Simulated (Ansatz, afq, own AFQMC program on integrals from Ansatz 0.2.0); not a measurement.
## AlSiH, triplet: AFQMC among the cluster methods

```xyz
3

Si    0.0000    0.0000    2.0886
Al    0.0000    0.0000   -0.2449
H     0.0000    0.0000   -1.8437
```

Connectivity, by distances: Si–AlH.

Basis cc-pVDZ. Only valence electrons are correlated. AFQMC by an in-house program on the Cholesky factors that Ansatz 0.2.0 writes for its CCSD(T) run. The CISD trial takes its coefficients from CCSD amplitudes. Released means that phaseless walkers are propagated on without the constraint, phases kept. ± is one standard error of the sampling.

Determinant: UHF, the one that the program's search chose, which needn't be the lowest solution. The geometry is a PBE0/def2-TZVP stationary point of this or a neighbouring charge and spin state.

No full CI on the walks' own integrals is used here; CCSDTQ serves as the reference and is uncertain by about the last step of the cluster series.

Cautions: the released energies are still falling, so no released level is given (meV from the phaseless value at times in 1/Eh: -7 ± 4 at 0.24, -8 ± 4 at 0.51, -14.3 ± 2.4 at 0.99, -19.8 ± 2.1 at 1.62, -25 ± 3 at 2.40), though the last usable value meets CCSDTQ within the noise.

```
T1 diagnostic                               : 0.0272
weight of the determinant in the CISD state : 0.870
⟨S²⟩ of the determinant                     : 2.026
size of the correlated space                : 8 electrons in 31 orbitals
```

Reference: CCSDTQ, correlation energy -4.214 eV.

| level | E − E(reference) (meV) | share of correlation (%) |
| --- | --- | --- |
| HF | 4214.3 | 0.00 |
| MP2 | 1086.3 | 74.22 |
| CCSD | 224.6 | 94.67 |
| CCSD(T) | 58.1 | 98.62 |
| CCSDT | 13.5 | 99.68 |
| CCSDT(Q) | 0.9 | 99.98 |
| ph-AFQMC/HF | 42.5 ± 20.1 | 98.99 |
| ph-AFQMC/CISD | 23.6 ± 4.5 | 99.44 |

CCSDT and higher add their correlation energy to the determinant of the CCSD(T) run, since their own runs factorise the integrals more tightly (a shift of under 2 meV). A walk keeps the symmetry of its determinant, which the program's search chose and which needn't be the lowest solution, so a lower state of the same spin and another symmetry isn't excluded.
